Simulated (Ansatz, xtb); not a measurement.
# Relaxing a trial structure of H4NO2P

The starting geometry of this gas-phase singlet has its atoms placed at random.

```yaml
atoms:
  - { symbol: N, position_ang: [-0.1148, 1.8366, -0.3175] }
  - { symbol: O, position_ang: [0.9743, -1.1990, -1.4988] }
  - { symbol: O, position_ang: [0.0668, 0.4667, -0.9921] }
  - { symbol: P, position_ang: [-0.3795, -0.9726, -0.6416] }
  - { symbol: H, position_ang: [-1.6899, 0.4023, -0.5635] }
  - { symbol: H, position_ang: [-0.9642, -0.0132, -1.4660] }
  - { symbol: H, position_ang: [-0.0341, 2.0216, 0.7586] }
  - { symbol: H, position_ang: [0.9114, -1.5889, -0.5443] }
```

Problem. One run relaxed it with r2SCAN-D4/def2-SVP. What is a likely outcome?

Solution. It ends as `NOPO`. Distances that change by over a tenth: O3–H6 (1.23 → 2.22 Å). Contacts that open: P4–H8 (1.43 → 2.18 Å). Contacts that close: N1–H5 (2.14 → 1.03 Å).

The energy falls by 11.92 eV over 33 steps:

```
step  E − E(last) (eV)
   1            11.916
   5             2.795
   8             0.642
  12             0.185
  15             0.175
  19             0.161
  22             0.124
  26             0.058
  29             0.014
  33             0.000
```

Final geometry (Å):

```xyz
8

N    -0.3707    1.7871   -0.3580
O     0.8615   -1.3006   -0.8978
O    -0.6208    0.8233   -1.3877
P    -0.7198   -0.7665   -0.8604
H    -1.0227    1.5703    0.4074
H    -1.0628   -1.2080   -2.1745
H     0.5641    1.5674    0.0046
H     1.1412   -1.5195    0.0015
```

From the same start GFN2-xTB reaches the same bonding as this run.

From so rough a start the end depends on the optimiser's path, so another program may land elsewhere. The end wasn't checked by frequencies. Run with Ansatz 0.2.0, 56 s on 2 threads of Arm Neoverse V1, on a shared host.
